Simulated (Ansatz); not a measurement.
Results of Hartree–Fock in Ansatz (plane waves, PAW) for fcc Au.

Numerical settings: plane-wave cutoff 460 eV, 14×14×14 k mesh, Fermi–Dirac smearing 0.05 eV, scalar-relativistic PAW data made under PBE.

Cell (relaxed at this level):

```cif
data_Au4
_chemical_formula_sum 'Au4'
_space_group_name_H-M_alt 'Fm-3m'
_space_group_IT_number 225
_space_group_name_Hall '-F 4 2 3'
_cell_length_a 4.33214
_cell_length_b 4.33214
_cell_length_c 4.33214
_cell_angle_alpha 90.000
_cell_angle_beta 90.000
_cell_angle_gamma 90.000
loop_
_atom_site_label
_atom_site_type_symbol
_atom_site_symmetry_multiplicity
_atom_site_Wyckoff_symbol
_atom_site_fract_x
_atom_site_fract_y
_atom_site_fract_z
_atom_site_occupancy
Au1 Au 4 a 0.00000 0.00000 0.00000 1
```
(The calculation used a cell of 1 atom; values per cell refer to that cell.)

### Question
Give the computed bulk modulus B0.

### Answer

bulk modulus B0: 73.2 GPa

Measured, for comparison: bulk modulus 182 GPa (0 K value with the zero-point phonon effect removed, our sources range from 175 to 182; as tabulated in Mejia-Rodriguez and Trickey (2018), arXiv:1807.09216). Computed (rounded) less measured: bulk modulus -60 % (-58 % to -60 % over the range).

Note: the cell is over a tenth larger than the published one (another phase or state, or a fault of the published cell, is possible).

Spin–orbit coupling is not included; it can shift volumes and moduli of such heavy elements.

Static lattice: no zero-point or thermal effects.

Ansatz is a first-principles code.
